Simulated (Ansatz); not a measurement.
Start from `CC(N)(N)F` and change one atom or group to get `NC(N)(N)F`.

Ansatz, PBE0-D4/def2-TZVP geometries, multiplicity 1. Each molecule was computed in one conformer, which needn't be the lowest.

```tsv
property	`CC(N)(N)F`
LUMO energy (PBE0/def2-TZVPP) / eV	0.91
HOMO–LUMO gap (PBE0/def2-TZVPP) / eV	8.37
LUMO energy (B3LYP/def2-TZVPP) / eV	0.54
size of the dipole moment (B3LYP/def2-TZVPP) / D	1.76
HOMO–LUMO gap (PBE/def2-TZVPP) / eV	6.02
HOMO energy (PBE0/def2-TZVPP) / eV	-7.46
```

Problem. What does the change do to each property? (Estimate.)

Solution. Computed: 
| property | `NC(N)(N)F` | shift |
| --- | --- | --- |
| LUMO energy (PBE0/def2-TZVPP) / eV | 0.80 | -0.11 |
| HOMO–LUMO gap (PBE0/def2-TZVPP) / eV | 7.78 | -0.59 |
| LUMO energy (B3LYP/def2-TZVPP) / eV | 0.42 | -0.12 |
| size of the dipole moment (B3LYP/def2-TZVPP) / D | 2.17 | 0.41 |
| HOMO–LUMO gap (PBE/def2-TZVPP) / eV | 5.42 | -0.60 |
| HOMO energy (PBE0/def2-TZVPP) / eV | -6.98 | 0.48 |

With PBE0 the HOMO rises by 0.48 eV and the LUMO falls by 0.11 eV, so the gap narrows by about 0.59 eV. PBE moves the HOMO by 0.48 eV and ωB97M-V by 0.49 eV. The zero-point energy changes by -27.5 kJ/mol with -3 modes. Dipoles are sizes alone; their direction can turn.

Positive LUMOs are unbound, so they and the gaps depend on the basis.

B3LYP here is the variant with VWN-RPA as its local correlation; programs differ in this.
